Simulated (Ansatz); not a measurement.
**Bulk modulus of 1T (CdI2-type) PtS₂ at several levels of theory**

No measured value is used here.

```json
[
 {"level (code)": "LDA (Ansatz)", "value (GPa)": "49.2", "cell (Å³/atom)": "16.60"},
 {"level (code)": "PBE (Ansatz)", "value (GPa)": "1.6", "cell (Å³/atom)": "24.04"},
 {"level (code)": "PBE+SOC (Ansatz)", "value (GPa)": "1.6", "cell (Å³/atom)": "24.02"},
 {"level (code)": "PBEsol (Ansatz)", "value (GPa)": "…", "cell (Å³/atom)": "17.55"},
 {"level (code)": "PBEsol+SOC (Ansatz)", "value (GPa)": "…", "cell (Å³/atom)": "17.69"},
 {"level (code)": "r²SCAN (Ansatz)", "value (GPa)": "10.7", "cell (Å³/atom)": "20.41"},
 {"level (code)": "r²SCAN+SOC (Ansatz)", "value (GPa)": "10.8", "cell (Å³/atom)": "20.44"}
]
```

Question: Fill in the missing entries.

Answer: 
- PBEsol (Ansatz, an electronic-structure program), value (GPa): 20.1
- PBEsol+SOC (Ansatz), value (GPa): 18.2

Density-functional levels without +SOC have no spin–orbit coupling. LDA, PBE, PBE+SOC, PBEsol, PBEsol+SOC, r²SCAN, r²SCAN+SOC: the cell comes from a level without a dispersion term, which matters for the spacing of layers, chains or molecules. Each level is taken at its own relaxed cell. Cutoffs differ between the levels. Ansatz's density-functional and Hartree–Fock values are scalar-relativistic unless marked +SOC, with PAW data made under PBE.
